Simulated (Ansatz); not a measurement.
BH2Et (C2H7B). Total charge 0; singlet. Geometry PBE-D4/def2-TZVP; atoms count from 1.

```xyz
10

B     1.364    0.104    0.200
C     0.013    0.620   -0.374
C    -1.001   -0.469    0.092
H     1.703    0.386    1.322
H     2.041   -0.676   -0.423
H    -0.014    0.675   -1.473
H    -0.306    1.591    0.034
H    -2.012   -0.222   -0.261
H    -0.746   -1.463   -0.305
H    -1.042   -0.546    1.188
```

Another isomer (singlet) lies 0.72 eV lower at PBE0-D4/def2-TZVP; other spin states weren't run for this one.

Estimate the Mulliken populations from the PBE0/def2-TZVP orbitals of Ansatz.


| atom | charge (e) |
| --- | --- |
| B1 | -0.03 |
| C2 | -0.22 |
| C3 | -0.40 |
| H4 | 0.01 |
| H5 | 0.01 |
| H6 | 0.11 |
| H7 | 0.11 |
| H8 | 0.14 |
| H9 | 0.13 |
| H10 | 0.13 |
Mulliken values depend strongly on the basis.

And the Mayer bond orders between heavy atoms (over 0.3)?

B1–C2 1.05 (1.56 Å); C2–C3 0.95 (1.56 Å).
